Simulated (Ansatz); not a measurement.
Process, species as SMILES: [CH]=O (CH-O) → C atom + H atom + O atom
B3LYP-D3(BJ)/def2-TZVP geometries, fixed; electronic energies without zero-point terms.

Basis-set convergence of the atomisation energy at MP2 with Ansatz (a first-principles code). Cartesian d functions, on some or all atoms, in 6-31G*, 6-31G**, 6-31+G*; all else is spherical. Cores are frozen. Open shells are unrestricted. No added dispersion term, no relativity. Functions are those of the species that has most. Reference: Hartree-Fock in aug-cc-pVQZ plus the correlation part extrapolated as X^-3 from aug-cc-pVTZ and aug-cc-pVQZ, 289.54 kcal/mol, itself unsure by roughly 1.17 kcal/mol (a third of the extrapolation step and of the last Hartree-Fock step). Deviations are taken from unrounded values.

```json
[
 {"basis": "3-21G", "functions": "20", "atomisation energy (kcal/mol)": "227.91", "minus reference (kcal/mol)": "-61.63"},
 {"basis": "pcseg-0", "functions": "20", "atomisation energy (kcal/mol)": "225.35", "minus reference (kcal/mol)": "-64.18"},
 {"basis": "6-31G*", "functions": "32", "atomisation energy (kcal/mol)": "264.33", "minus reference (kcal/mol)": "-25.21"},
 {"basis": "cc-pVDZ", "functions": "33", "atomisation energy (kcal/mol)": "264.83", "minus reference (kcal/mol)": "-24.71"},
 {"basis": "6-31G**", "functions": "35", "atomisation energy (kcal/mol)": "269.09", "minus reference (kcal/mol)": "-20.44"},
 {"basis": "6-31+G*", "functions": "40", "atomisation energy (kcal/mol)": "264.34", "minus reference (kcal/mol)": "-25.20"},
 {"basis": "6-311+G**", "functions": "50", "atomisation energy (kcal/mol)": "270.77", "minus reference (kcal/mol)": "-18.76"},
 {"basis": "aug-cc-pVDZ", "functions": "55", "atomisation energy (kcal/mol)": "268.83", "minus reference (kcal/mol)": "-20.71"},
 {"basis": "6-311++G(2d,2p)", "functions": "64", "atomisation energy (kcal/mol)": "274.64", "minus reference (kcal/mol)": "-14.90"},
 {"basis": "def2-TZVPPD", "functions": "94", "atomisation energy (kcal/mol)": "281.58", "minus reference (kcal/mol)": "-7.96"},
 {"basis": "aug-pcseg-2", "functions": "115", "atomisation energy (kcal/mol)": "282.96", "minus reference (kcal/mol)": "-6.58"},
 {"basis": "cc-pVQZ", "functions": "140", "atomisation energy (kcal/mol)": "285.90", "minus reference (kcal/mol)": "-3.64"},
 {"basis": "aug-pcseg-3", "functions": "219", "atomisation energy (kcal/mol)": "287.47", "minus reference (kcal/mol)": "-2.06"}
]
```
